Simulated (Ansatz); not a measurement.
**2H MoTe₂**

Computed with PBE0-D4 (Ansatz, a program for electronic structure, plane waves, PAW).

Cell: relaxed at this level.

```yaml
interlayer_binding_energy: 36.2 meV/Å²
layer_repeat_distance: 6.857 Å
gap_between_the_layers: 3.268 Å
```

Note: a distance lies near a switch of the dispersion term, which can move the cell.

Spin–orbit coupling is not included.

The computed numbers hold no vibrational or temperature effects.

Computing time: around 70 core-minutes (rough).
